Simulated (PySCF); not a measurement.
dimethyl sulfide (C2H6S), SMILES CSC.

Coordinates come from a PBE0-D3(BJ)/def2-TZVP optimisation.

Method: PySCF with r2SCAN/def2-TZVPD.

Gas-phase values at a fixed geometry.

```yaml
total_energy: -477.97348 hartree
point_group: C2v
highest_occupied_level: -5.27 eV
lowest_empty_level: 0.17 eV
orbital_gap: 5.44 eV
dipole_moment: 1.64 D
quadrupole, principal values (traceless, Buckingham form, about the centre of nuclear charge): -2.47, -2.10, 4.57 D·Å
mean_static_polarisability: 49.6 bohr³ (7.35 Å³)
polarisability_principal_values: 42.6, 48.9, 57.3 bohr³
```
